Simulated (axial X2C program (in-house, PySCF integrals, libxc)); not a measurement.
# Linear AlSH at several levels

The task here is to estimate one member of a computed series from the others.

Program: an in-house X2C program for linear molecules on PySCF integrals. Level of theory: all-electron X2C, two-component (2c) or spin-free, Al dyall-v3z, S dyall-av3z, H dyall-v3z. These are calculated values, not measurements.

All values are calculated.

1 further run of the same task is left out (set aside as unsound or not needed).

The first run:

Input file task.json:

```json
{"zs": [13, 16, 1], "q": 0, "bas": ["dyall-v3z", "dyall-av3z", "dyall-v3z"], "r0": [2.29, 1.34], "symm": 0, "scan": ["PBE0", "HF", "LDA"], "levels": ["PBE0", "HF", "BHandHLYP"], "nst": 2}
```

Keys: zs atomic numbers; q charge; bas basis sets; r0 starting distance in Å; symm equal bonds; scan levels of the two-bond scan (MP2 follows by itself at each HF point); levels methods; nst determinants followed.

The run is started by

```
> python solin.py task.json out
```

Masses Al 26.982, S 31.972, H 1.008 u.

Steps of the session up to this table: Scan at PBE0, 2c; Scan at HF, 2c; Scan at LDA, 2c.

One table of the session follows, with a row left open; its other results are not shown here.

```
          level  r(Al–S) (Å)  r(S–H) (Å)  lower stretch (cm⁻¹)  upper stretch (cm⁻¹)
       PBE0, 2c        2.192       1.347                 459.4                2660.7
         HF, 2c            ?           ?                     ?                     ?
        LDA, 2c        2.180       1.364                 461.5                2525.6
        MP2, 2c        2.201       1.339                 458.2                2723.2
PBE0, spin-free        2.192       1.347                 459.5                2661.5
  HF, spin-free        2.210       1.326                 441.4                2844.1
 LDA, spin-free        2.180       1.364                 461.6                2526.5
 MP2, spin-free        2.201       1.339                 458.2                2724.0
```

**Question.** Estimate the row for HF, 2c.

As computed: r(Al–S) (Å): 2.211; r(S–H) (Å): 1.326; lower stretch (cm⁻¹): 441.3; upper stretch (cm⁻¹): 2843.4. In the column «r(Al–S) (Å)» it is the highest.

Scans not shown above were run alike.

MP2 freezes inner shells (threshold -2 hartree). The molecule was held linear; bending was not examined, so a bent shape may lie lower.
